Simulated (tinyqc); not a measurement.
Stretching all distances: RHF, UHF, MP2, CISD and CCSD against full CI in the sto-6g basis, for CH3+, spin multiplicity 1. Computed by the program tinyqc with PySCF. Command: `OMP_NUM_THREADS=1 python tinyqc.py 111126 111127 out.jsonl`; one thread of a shared host (Intel(R) Xeon(R) Processor @ 2.60GHz), about 30 s.

Geometry (angstrom):
```
atom        x        y       z
C      0.0000   0.0000  0.0500
H      1.0220   0.0000  0.0000
H     -0.5110   0.8850  0.0000
H     -0.5110  -0.8850  0.0000
```

All coordinates are multiplied by the scale. c0^2 is the weight of the RHF determinant in the lowest singlet FCI state (UHF is spin-contaminated and may lie near states of higher spin) and n(LUMO) the first natural occupation beyond the occupied space.

Full CI energy (hartree) and errors against it (kcal/mol):
```
scale  distance 1-2 (angstrom)     E(FCI)      RHF     UHF     MP2    CISD    CCSD  <S^2> UHF   c0^2  n(LUMO)
0.980                    1.003  -39.16866   32.093  32.093   9.187   0.706   0.201      0.000  0.974    0.014
1.230                    1.259  -39.19659   49.199  49.199  15.490   1.997   0.500      0.000  0.947    0.032
1.490                    1.525  -39.06095   75.399  75.399  25.634   5.659   1.518      0.000  0.889    0.079
1.740                    1.780  -38.91610  110.129  88.892  39.484  13.836   4.477      1.140  0.788    0.181
2.000                    2.046  -38.80362  156.813  61.954  57.363  30.244  12.161      1.755  0.622    0.396
```

UHF parts from RHF first at scale 1.74 of those listed, where <S^2> leaves zero. The weight c0^2 goes from 0.97 to 0.62 and n(LUMO) from 0.01 to 0.40: static correlation grows as the bonds break into open-shell fragments. The spread of the error along the curve, which distorts its shape, is CCSD 12.0, CISD 29.5, MP2 48.2, UHF 56.8, RHF 124.7 kcal/mol. The table stops here: at scale 2.25 and beyond, the reference weight falls under 0.45 or RHF, UHF or CCSD hop between solutions, so those rows were left out and the spreads given cover only the rows shown. As computed, partly on other solutions, the errors there reach in size RHF 261, UHF 41, MP2 78, CISD 79, CCSD 39 kcal/mol.
